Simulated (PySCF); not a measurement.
Electron affinity of O by level of theory

O⁻ [He] 2s2 2p5 (2P) → O [He] 2s2 2p4 (3P), as a difference of total energies. All numbers are calculated (PySCF 2.14, no relativity, point nucleus, in aug-cc-pVTZ with one added diffuse shell each of s, p, d, f type (6s5p4d3f, 62 functions)). Correlated levels: valence: 1s2 frozen. The calculations carry no spin-orbit coupling.

```json
{"method": "UHF", "electron affinity (eV)": "-0.562"}
{"method": "MP2 (valence)", "electron affinity (eV)": "1.433"}
{"method": "SCS-MP2 (valence)", "electron affinity (eV)": "1.397"}
{"method": "CCSD (valence)", "electron affinity (eV)": "1.197"}
{"method": "CCSD(T) (valence)", "electron affinity (eV)": "1.352"}
```

Errors of the correlated levels include the incompleteness of this basis and the frozen core.

A negative affinity means that the anion lies above the atom at that level of theory.

Q: Which method comes closest to the reference value, and which is furthest?

A: The reference is 1.461 eV (measured; photodetachment measurements, as compiled on the Wikipedia data page of electron affinities). Closest: MP2 (valence) (error -0.028 eV); furthest: UHF (error -2.023 eV).
